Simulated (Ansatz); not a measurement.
Input for Ansatz (development build ahead of 0.2.0):

```yaml
crystal:
  periodic: [false, false, false]
  atoms:
    - { symbol: P, position_ang: [0.0, 0.0, 0.0] }
    - { symbol: H, position_ang: [0.0, 0.0, 2.84] }
basis:
  gaussian: { orbitals: def2-SVP }
magnetization:
  spin_polarized: true
hamiltonian:
  xc: hf
scf:
  omitted_lower_state_checks: [stability, starts, atomic_configurations, cluster_reference, orbital_swaps, given_window_search, neighbouring_geometries, increment]
output:
  forces: true
```

The input is written out in the form of the current development build from the run's settings.

Results

* Converged: yes
* Total energy: -340.92983 hartree
* Spin squared of the determinant: 0.000

Forces (eV/Å):
```tsv
atom	Fx	Fy	Fz
P1	0.000	0.000	2.710
H2	0.000	0.000	-2.710
```

This is not the lowest solution: another run reaches a determinant 3.70 eV lower. Caution: another spin multiplicity may lie lower.
